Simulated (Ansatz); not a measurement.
Reaction: C2H6 (SMILES CC) → C2H5 (SMILES [CH2]C, doublet) + H (doublet) (the C-H bond breaks)
Each species at its own B3LYP-D3(BJ)/def2-TZVP minimum (Ansatz, a program for electronic structure).

Total energies in hartree (Ansatz). Radicals and triplets start from unrestricted determinants; spin-orbit coupling is neglected. Cores are frozen in correlated methods. No relativity. Where a partner has so few electrons that a lower coupled-cluster level is exact, that level stands in.

```tsv
species	HF/cc-pVTZ	CCSD(T)/cc-pVTZ	HF/cc-pVQZ	CCSD(T)/cc-pVQZ	CCSD(T)/cc-pVDZ	CCSDT(Q)/cc-pVDZ
1: C2H6 (ethane, SMILES CC)	-79.25979	-79.67444	-79.26503	-79.69871	-79.58229	-79.58331
2: C2H5 (SMILES [CH2]C, doublet)	-78.62785	-79.00245	-78.63306	-79.02569	-78.91562	-78.91668
3: H (doublet)	-0.49981	-0.49981	-0.49995	-0.49995	-0.49928	-0.49928
```

Problem. Work out the bond dissociation energy (electronic) in kcal/mol: take Hartree-Fock from cc-pVQZ, extrapolate the CCSD(T) correlation energy as X^-3 (X = 3, 4), and add CCSDT(Q) - CCSD(T) in cc-pVDZ. 1 hartree = 627.51 kcal/mol.

Solution. 
Species 1: correlation (64·(-0.43368) - 27·(-0.41465))/37 = -0.44757; step -0.00102; E1 = -79.26503 + (-0.44757) + (-0.00102) = -79.71362
Species 2: correlation (64·(-0.39263) - 27·(-0.37460))/37 = -0.40579; step -0.00106; E2 = -78.63306 + (-0.40579) + (-0.00106) = -79.03991
Species 3: correlation (64·(0.00000) - 27·(0.00000))/37 = 0.00000; step +0.00000; E3 = -0.49995 + (0.00000) + (+0.00000) = -0.49995
-1·E1 +1·E2 +1·E3 = 0.17376 hartree = 109.0 kcal/mol.
